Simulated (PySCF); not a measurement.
A GIAO shielding run with PySCF 2.14 (density fitting, non-relativistic, gas phase) on `C([PH](CC)=O)C`, C$_{4}$H$_{11}$OP:

```
$ OMP_NUM_THREADS=1 python probes_run.py task.json out

{"job": {"kind": "nmr", "xc": "LC-wPBE", "basis": "pcSseg-1", "pop": false}, "charge": 0, "multiplicity": 1}
C     -2.110735     0.376512     0.265776
C     -1.290622    -0.861758     0.592852
P      0.452953    -0.818438     0.065465
O      1.209422    -2.088657     0.297089
C      1.207102     0.640385     0.857971
C      2.702562     0.703758     0.577943
H     -1.750191     1.263724     0.808107
H     -3.166088     0.231906     0.540828
H     -2.082306     0.608334    -0.810879
H     -1.272329    -1.071661     1.675730
H     -1.707553    -1.764367     0.116070
H      0.343478    -0.405702    -1.304450
H      0.683222     1.552003     0.525290
H      1.017607     0.530415     1.939888
H      2.905499     0.867258    -0.492168
H      3.177862     1.522439     1.138063
H      3.180784    -0.243931     0.864902
```

Hardware: 1 thread of an Arm Neoverse V1, shared host.

(1) How large is the calculation?

(2) How long does it take, and how much memory does it need?

(3) And these other runs on the same molecule and hardware: GIAO shielding at B97-2/pcSseg-1; GIAO shielding at BHandHLYP/pcSseg-1; GIAO shielding at CAM-B3LYP/pcSseg-1; GIAO shielding at WP04/pcSseg-1; GIAO shielding at wB97X-D/pcSseg-1?

Results:

(1) 58 electrons, 164 basis functions and 872 auxiliary functions.

(2) 32 s of wall time, with 13 SCF cycles and 6 response iterations; peak memory 1 GiB. Times on a shared host scatter by some tens of per cent.

(3) B97-2/pcSseg-1: 164 functions, 16 s; BHandHLYP/pcSseg-1: 164 functions, 15 s; CAM-B3LYP/pcSseg-1: 164 functions, 22 s; WP04/pcSseg-1: 164 functions, 16 s; wB97X-D/pcSseg-1: 164 functions, 21 s.
